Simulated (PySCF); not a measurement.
# From a raw peak list to a structure

Formula C$_{3}$H$_{4}$N$_{2}$. The spectrum was simulated from the full spin Hamiltonian at 200 MHz with 0.8 Hz Lorentzian lines, from shifts rounded to 0.01 ppm and J to 0.1 Hz, couplings under 1 Hz left out.

```
region  integral (H)    ppm      Hz  height
     1             1  7.446  1489.1       8
     1                7.429  1485.7      25
     1                7.412  1482.3      25
     1                7.395  1478.9       9
     2             3  3.929   785.7     100
     2                3.912   782.3      99
```

¹³C{¹H} NMR (computed): δ 140.9, 114.9, 51.1.

[PySCF: B3LYP/pcJ-1 coupling constants; PBE0-D3(BJ)/def2-SVP structure; σ from GIAO-B3LYP/pcSseg-2; non-relativistic Hamiltonian; gas phase; one conformer; fast rotation and ring inversion assumed for equivalent nuclei]

δ = σ(ref) − σ, references computed at the same level: ¹H (31.39 ppm), ¹³C (179.19 ppm) vs TMS.

Q: Analyse the multiplets.

A: ¹H NMR (200 MHz, computed): δ 7.42 (q, J = 3.4 Hz, 1H), 3.92 (d, J = 3.4 Hz, 3H). These are first-order names from the parameters used; overlap and second-order distortion can hide them in the list.

Q: What is the compound?

A: `InChI=1S/C3H4N2/c1-5-3-2-4/h3H,1H3/b5-3-`.

Numbering as in the mapped SMILES `[CH3:1]/[N:2]=[CH:3]\[C:4]#[N:5]`. Each H is labelled by its parent atom.

- δ 7.42: H(C3), hydrogen on a C=N carbon, coupled to H(C1) (3.4 Hz).
- δ 3.92: H(C1), hydrogen on a methyl carbon bonded to N, coupled to H(C3) (3.4 Hz).

The shifts were computed for this structure.

Multiplet labels drop couplings under 1 Hz and merge nearly equal ones. Shifts are as computed. Against solution values, carbons near 30 ppm lie about +3 ppm off and those near 130 ppm about +8 ppm. Of 1211 compounds with measured shifts, 218 miss one by over three times the rms of a fit or turn the order of signals round; such compounds aren't used in these exercises.
